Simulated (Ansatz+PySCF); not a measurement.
# singlet LiF: levels of theory in one basis

```yaml
atoms:
  - { symbol: Li, position_ang: [0.0000, 0.0000, -2.3554] }
  - { symbol: F, position_ang: [0.0000, 0.0000, 0.7851] }
```

Basis set: STO-3G (spherical functions). Frozen core: 1 orbital. Charge 0, multiplicity 1.

Computed with Ansatz (development build ahead of 0.2.0); each method stands on the lowest determinant of its kind that the runs found.

```csv
method,E − E(RHF) (eV),<S²> of the determinant
RHF,0.00,0.00
UHF,-4.30,1.00
RHF-MP2,-2.52,–
UHF-MP2,-4.31,1.00
RHF-CCSD,-4.33,–
UHF-CCSD,-4.32,1.00
RHF-CCSD(T),-4.38,–
UHF-CCSD(T),-4.32,1.00
full CI (lowest root of this spin),-4.36,–
```

At such a shape the full CI root can have another spatial symmetry than the determinants, so the rows needn't describe one state.

**Question.** Is a single determinant a sound starting point here?

**Answer.** It is doubtful. Unrestricted orbitals lower Hartree–Fock by 4.30 eV and <S²> is 1.00 where a pure state has 0.00, a sign of strong static correlation.

Caution for RHF, RHF-MP2, RHF-CCSD, RHF-CCSD(T): an unrestricted determinant lies well below. Caution for UHF, UHF-MP2, UHF-CCSD, UHF-CCSD(T): the unrestricted determinant is a mixture of spin states. Caution for RHF-MP2, UHF-MP2, UHF-CCSD, UHF-CCSD(T): large amplitudes, a single reference is doubtful. Caution for RHF-MP2: the program doubts this total. Caution for UHF-MP2, UHF-CCSD, UHF-CCSD(T): a plain start can end on a higher determinant. Caution for RHF-CCSD, RHF-CCSD(T): very large amplitudes, the method is breaking down; the amplitudes may be one of several solutions. Caution for UHF-CCSD(T): another reference gives a lower total.
